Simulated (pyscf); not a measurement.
**Elimination: H₃C–InH–SH -> H₃C–In=S + H₂**

Gas phase, singlet surface, charge 0. Bonds broken: In1–H8, S6–H7. Bonds formed: H7–H8. PySCF, gas phase, ωB97X-D3(BJ)/def2-SVP geometries.

Transition state (Å):

```xyz
8

In     0.6478     0.5045     0.5295
C     -0.3580     0.0998    -1.2952
H     -0.4419     1.0317    -1.8722
H      0.1968    -0.6472    -1.8798
H     -1.3656    -0.2791    -1.0727
S      2.0405     0.6620     2.3475
H      0.5713     1.5677     2.2938
H     -0.3170     1.8399     1.7817
```

One imaginary mode, 1733i cm⁻¹; descent along it reached the two sides named.

| bond | change | reactant side (Å) | saddle | product side |
|---|---|---|---|---|
| In1–H8 | breaks | 1.721 | 2.069 | 3.1 |
| S6–H7 | breaks | 1.347 | 1.727 | 3.7 |
| H7–H8 | forms | 3.3 | 1.061 | 0.762 |

Electronic energies relative to the reactant's lowest minimum found (kcal/mol):

```json
[
 {"level": "ωB97X-D3(BJ)/def2-TZVP", "barrier": "51.2", "reaction energy": "+19.4", "reverse barrier": "31.8"},
 {"level": "PBE/def2-TZVP", "barrier": "39.7", "reaction energy": "+13.4", "reverse barrier": "26.4"},
 {"level": "r²SCAN/def2-TZVP", "barrier": "43.1", "reaction energy": "+15.6", "reverse barrier": "27.5"},
 {"level": "B3LYP-D3(BJ)/def2-TZVP", "barrier": "45.9", "reaction energy": "+14.8", "reverse barrier": "31.1"},
 {"level": "PBE0-D3(BJ)/def2-TZVP", "barrier": "45.1", "reaction energy": "+17.9", "reverse barrier": "27.2"},
 {"level": "M06-2X/def2-TZVP", "barrier": "47.4", "reaction energy": "+16.2", "reverse barrier": "31.2"},
 {"level": "ωB97M-D3(BJ)/def2-TZVP", "barrier": "50.3", "reaction energy": "+19.3", "reverse barrier": "31.0"},
 {"level": "HF/def2-TZVP", "barrier": "62.1", "reaction energy": "+21.2", "reverse barrier": "40.9"}
]
```

With ωB97M-D3(BJ)/def2-TZVP energies and thermal terms (ideal gas, 1 atm, RRHO with modes under 100 cm⁻¹ raised to 100, one conformer, R ln 2 for chiral ones without a mode under 150 cm⁻¹), in kcal/mol:

| T (K) | ΔH‡ | ΔG‡ | ΔH | ΔG |
|---|---|---|---|---|
| 298 | 48.1 | 48.7 | +18.0 | +11.6 |
| 600 | 47.4 | 49.5 | +18.0 | +5.0 |
| 900 | 47.0 | 50.7 | +17.5 | -1.5 |
| 1200 | 46.6 | 51.9 | +16.8 | -7.7 |

At the saddle there is also a short H–In contact that neither side keeps. This is the saddle that the search found; another between the same sides may lie lower. Elements past Kr carry the def2 core potentials, without spin-orbit coupling.
